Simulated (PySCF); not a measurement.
# Basis set benchmark on one molecule

Molecule: `CC[C@H](C)F`, C4H9F.

Molfile (atoms numbered from 1):
```
C4H9F
     RDKit          3D

 14 13  0  0  0  0  0  0  0  0999 V2000
    1.9050   -0.2788   -0.2754 C   0  0  0  0  0  0  0  0  0  0  0  0
    0.6342    0.3372    0.2841 C   0  0  0  0  0  0  0  0  0  0  0  0
   -0.6288   -0.2746   -0.2902 C   0  0  2  0  0  0  0  0  0  0  0  0
   -1.9031    0.3162    0.2655 C   0  0  0  0  0  0  0  0  0  0  0  0
   -0.6220   -1.6354   -0.0213 F   0  0  0  0  0  0  0  0  0  0  0  0
    1.9791   -0.1247   -1.3640 H   0  0  0  0  0  0  0  0  0  0  0  0
    1.9204   -1.3625   -0.0903 H   0  0  0  0  0  0  0  0  0  0  0  0
    2.8018    0.1601    0.1861 H   0  0  0  0  0  0  0  0  0  0  0  0
    0.6102    1.4227    0.0895 H   0  0  0  0  0  0  0  0  0  0  0  0
    0.6026    0.2163    1.3810 H   0  0  0  0  0  0  0  0  0  0  0  0
   -0.6163   -0.1729   -1.3925 H   0  0  0  0  0  0  0  0  0  0  0  0
   -1.9704    1.3885    0.0297 H   0  0  0  0  0  0  0  0  0  0  0  0
   -2.7806   -0.1895   -0.1622 H   0  0  0  0  0  0  0  0  0  0  0  0
   -1.9346    0.1979    1.3595 H   0  0  0  0  0  0  0  0  0  0  0  0
  1  2  1  0
  2  3  1  0
  3  4  1  0
  3  5  1  0
  1  6  1  0
  1  7  1  0
  1  8  1  0
  2  9  1  0
  2 10  1  0
  3 11  1  6
  4 12  1  0
  4 13  1  0
  4 14  1  0
M  END
```

Geometry PBE0-D3(BJ)/def2-SVP throughout; GIAO in PySCF, gas phase, one conformer, non-relativistic; equivalent atoms averaged; functional PBE0.

Reference values (measured; G. Saielli, R. Bini, A. Bagno, Computational 19F NMR. 2. Organic compounds, RSC Adv. 2014, ESI (exp. from Berger-Braun-Kalinowski 1994 and Everett 1995)): δ(F5) = -173.2 ppm vs CFCl3. Computed shifts are taken against CFCl3, calculated as an isolated molecule at each level.

Problem. How do the basis sets STO-3G, 6-31G, pcSseg-0, 6-31G*, def2-SVP, cc-pVDZ, pcSseg-1, 6-311+G(2d,p), aug-cc-pVDZ, def2-TZVP, IGLO-III, cc-pVTZ, pcSseg-2 perform against the reference? Times are CPU seconds on shared hosts with different chips, so compare them loosely.

Solution. 
```
    basis set  functions      F5  abs. error F  core-s
       STO-3G         34  -131.6          41.6       2
        6-31G         63  -214.4          41.2     3.5
     pcSseg-0         63  -227.4          54.2     4.5
       6-31G*         88  -196.3          23.1     4.9
     def2-SVP        115  -184.4          11.2     6.6
      cc-pVDZ        115  -191.1          17.9     7.9
     pcSseg-1        130  -205.7          32.5      10
6-311+G(2d,p)        189  -203.0          29.8      13
  aug-cc-pVDZ        196  -191.0          17.8      18
    def2-TZVP        209  -199.7          26.5      16
     IGLO-III        265  -203.1          29.9      30
      cc-pVTZ        276  -197.6          24.4      28
     pcSseg-2        306  -201.5          28.3      43
```

For 19F the closest is def2-SVP (11.2 ppm) and the furthest pcSseg-0 (54.2 ppm). Where a smaller basis beats a larger one, errors probably cancel; the largest sets show where the functional converges. One molecule is a small sample, and vibrational and solvent effects are absent from the calculation.

A small basis that lands close on one nucleus may do so by chance; judge by the trend and by all nuclei.
